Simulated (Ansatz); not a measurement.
Rhombohedral A7 Sb, treated with r²SCAN-D4 (Ansatz, a quantum-chemistry and plane-wave program, plane waves, PAW).

Settings: plane-wave cutoff 560 eV, 16×16×16 k mesh, Fermi–Dirac smearing 0.05 eV, scalar-relativistic PAW data made under PBE.

Computed at the level's own relaxed cell.

Task: Give the computed pressure derivative B′ of the bulk modulus, bulk modulus B0, equilibrium lattice constant a and equilibrium volume per atom.

Result: 
pressure derivative B′ of the bulk modulus: 8.1
bulk modulus B0: 33.2 GPa
equilibrium lattice constant a: 4.327 Å
equilibrium volume per atom: 30.79 Å³/atom

The run finds no gap.

Measured, for comparison: bulk modulus 39.5 GPa (copied from a table, unchecked, extrapolated to 0 K and zero-point effects removed; as tabulated in Lejaeghere et al. (2013), arXiv:1204.2733); lattice constant a 4.301 Å (78 K, zero-point motion not removed; as tabulated in Schiferl, Barrett, J. Appl. Cryst. 2, 30 (1969), COD 9009654). Computed (rounded) less measured: bulk modulus not scored (unchecked), lattice constant a +0.6 %.

Note: the bulk modulus comes from volumes at which shape and atoms were relaxed.

Spin–orbit coupling is not included.

Static lattice: no zero-point or thermal effects.
